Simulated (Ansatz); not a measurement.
# AlBH (quartet): B2PLYP, RPA-PBE over a scan of the distance B1–Al2, 6-31G

How well do these functionals follow the top wave-function level for AlBH (quartet) over a scan of the distance B1–Al2?

The runs use Ansatz 0.2.0, Gaussian basis; 6-31G, all electrons in the functionals, frozen cores in the correlation of double hybrids and RPA.

To be run: B2PLYP, RPA-PBE, at 1.513 Å; 1.785 Å; 1.937 Å; 2.169 Å; 2.370 Å; 2.698 Å; 3.167 Å; 3.660 Å; 4.291 Å; 5.285 Å; 6.685 Å.

16 further runs of the same task are left out: 1 for a known fault of the program, 10 that didn't finish, 5 set aside as unsound or not needed.

## (1) The geometry

The geometry derives from a PBE0/def2-TZVP stationary point (not a proven minimum). One bond is set to the value named and the two fragments are kept rigid.

3 atoms, charge 0, spin multiplicity 4.

Atoms are counted from 1 here; the program's logs count them from 0.

Bond lengths: B1–Al2 1.937 Å, Al2–H3 1.577 Å. Angles: B1–Al2–H3 180.0°.

No dispersion term is added.

The geometry shown and the zero of energy belong to the point 1.937 Å. The yardstick, FCI, and other wave-function levels (R restricted, U unrestricted, valence and pair active spaces) come from earlier runs.

## (2) B2PLYP, 1.513 Å

Input file in.yaml:

```yaml
crystal:
  periodic: [false, false, false]
  atoms:
    - {symbol: B, position_ang: [0.000000, 0.000000, -1.534333]}
    - {symbol: Al, position_ang: [0.000000, 0.000000, -0.021333]}
    - {symbol: H, position_ang: [0.000000, 0.000000, 1.555667]}
basis:
  gaussian: {orbitals: 6-31G}
magnetization: {spin_polarized: true, initial_magnetization: 3}
hamiltonian: {xc: {name: B2PLYP}}
correlation: {electrons: outside_noble_gas}
```

Launch:

```console
$ ansatz run in.yaml --threads 1 --pin off --events-out ev --progress --plain --max-ram 2393MiB
```

Further steps of the session: B2PLYP, 1.785 Å; B2PLYP, 1.937 Å; B2PLYP, 2.169 Å; B2PLYP, 2.370 Å; B2PLYP, 2.698 Å; B2PLYP, 3.167 Å; B2PLYP, 3.660 Å; B2PLYP, 4.291 Å; B2PLYP, 5.285 Å; B2PLYP, 6.685 Å; RPA-PBE, 1.513 Å; RPA-PBE, 1.785 Å; RPA-PBE, 1.937 Å; RPA-PBE, 2.169 Å; RPA-PBE, 2.370 Å; RPA-PBE, 2.698 Å; RPA-PBE, 3.167 Å; RPA-PBE, 3.660 Å; RPA-PBE, 4.291 Å; RPA-PBE, 5.285 Å; RPA-PBE, 6.685 Å.

Q: Predict the results of all the runs planned. Wanted: span of the FCI curve; largest miss, B2PLYP; largest miss, RPA-PBE.

As calculated:

| quantity | value |
| --- | --- |
| span of the FCI curve | 331.8 kJ/mol |
| largest miss, B2PLYP | +41.3 kJ/mol (2.698 Å) |
| largest miss, RPA-PBE | -40.2 kJ/mol (3.660 Å) |

What this shows: Of the functionals, RPA-PBE keep the smallest largest miss at the points compared (at most 40.2 kJ/mol) and B2PLYP strays most (41.3 kJ/mol, at 2.698 Å). Functionals and the yardstick converge differently with the basis, so part of each miss in 6-31G is the basis.
